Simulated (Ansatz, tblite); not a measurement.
**The cluster TiS2−: rung by rung**

The task here is to estimate one member of a computed series from the others.

Computed with Ansatz 0.2.0, Gaussian basis. Level: as each input shows.

Levels to be run: GFN1-xTB, GFN2-xTB, PBE-D4/def2-TZVPD, r2SCAN-D4/def2-TZVPD, HSE06-D4/def2-TZVPD, BLYP-D4/def2-TZVPD, LDA/def2-TZVPD, r2SCANh-D4/def2-TZVPD, ωB97M-V/def2-TZVPD, PBE+5HF/def2-TZVPD, PBE+10HF/def2-TZVPD, PBE+15HF/def2-TZVPD, PBE+35HF/def2-TZVPD, PBE+50HF/def2-TZVPD, PBE-D4/def2-SVPD, PBE0-D4/def2-SVPD, HF/STO-3G, HF/6-31G, B3LYP-D4/6-31G, CCSD(T)/def2-TZVPPD, MP2/def2-TZVPD, RPA/def2-TZVPD.

## The structure

The geometry is that of the doublet, from an earlier relaxation (PBE-D4/def2-TZVPD). At that level it is the lowest of the isomers that a small search found.

3 atoms, charge -1, spin multiplicity 2.

Bond lengths: Ti1–S2 2.142 Å, Ti1–S3 2.142 Å. Angles: S2–Ti1–S3 118.0°.

No spin-orbit coupling is included. The ion is computed in the gas phase, without counter-ions or solvent.

PBE0-D4/def2-TZVPD was run before; its log isn't repeated, and its numbers join the tables.

The first run:

Tight binding, by tblite at 300 K electronic temperature and without a spin-polarisation term:

```python
tblite.interface.Calculator('GFN1-xTB', numbers, positions, charge=-1, uhf=1).singlepoint()
```

Tight binding, by tblite at 300 K electronic temperature and without a spin-polarisation term:

```python
tblite.interface.Calculator('GFN2-xTB', numbers, positions, charge=-1, uhf=1).singlepoint()
```

start.molden holds the orbitals of an earlier run on this state, given as this run's starting guess.

in.yaml reads:

```yaml
crystal:
  periodic: [false, false, false]
  atoms:
    - {symbol: Ti, position_ang: [0.645184, 0.352570, -0.014860]}
    - {symbol: S, position_ang: [-0.530971, 0.129235, -1.791096]}
    - {symbol: S, position_ang: [-0.114213, -0.481805, 1.805956]}
basis:
  gaussian: {orbitals: def2-TZVPD, initial_orbitals: start.molden}
total_charge: -1
magnetization: {spin_polarized: true, initial_magnetization: 1}
hamiltonian: {xc: pbe, dispersion: d4}
scf: {omitted_lower_state_checks: [starts]}
output: {orbitals: {seedname: orbitals}}
```

Command:

```
$ ansatz run in.yaml --threads 4 --pin off --events-out ev --progress --plain --max-ram 3916MiB
```

Steps of the session up to this table: PBE-D4/def2-TZVPD; r2SCAN-D4/def2-TZVPD; HSE06-D4/def2-TZVPD; BLYP-D4/def2-TZVPD; LDA/def2-TZVPD; r2SCANh-D4/def2-TZVPD; ωB97M-V/def2-TZVPD; PBE+5HF/def2-TZVPD; PBE+10HF/def2-TZVPD; PBE+15HF/def2-TZVPD; PBE+35HF/def2-TZVPD; PBE+50HF/def2-TZVPD; PBE-D4/def2-SVPD; PBE0-D4/def2-SVPD; HF/STO-3G; HF/6-31G; B3LYP-D4/6-31G; CCSD(T)/def2-TZVPPD; MP2/def2-TZVPD; RPA/def2-TZVPD.

One of the session's tables, all rows but one given; the rest of the session is left out.

It belongs to the step «Levels side by side». 

```
                level  LUMO (eV)  gap (eV)
            HF/STO-3G      11.51      9.80
             HF/6-31G       3.21      6.69
       LDA/def2-TZVPD          ?         ?
     PBE-D4/def2-SVPD       0.71      0.59
    PBE-D4/def2-TZVPD       0.69      0.58
   BLYP-D4/def2-TZVPD       0.83      0.56
 r2SCAN-D4/def2-TZVPD       0.78      0.96
r2SCANh-D4/def2-TZVPD       1.16      1.79
       B3LYP-D4/6-31G       1.53      2.29
    PBE0-D4/def2-SVPD       1.54      2.68
   PBE0-D4/def2-TZVPD       1.51      2.62
  HSE06-D4/def2-TZVPD       1.16      1.86
   ωB97M-V/def2-TZVPD       2.36      5.83
   PBE+5HF/def2-TZVPD       0.86      0.97
  PBE+10HF/def2-TZVPD       1.03      1.37
  PBE+15HF/def2-TZVPD       1.20      1.77
  PBE+35HF/def2-TZVPD       1.74      3.50
  PBE+50HF/def2-TZVPD       2.01      4.51
```

**Question.** Estimate the row for LDA/def2-TZVPD.

As computed: LUMO (eV): 0.54; gap (eV): 0.47. In the column «LUMO (eV)» it is the lowest.
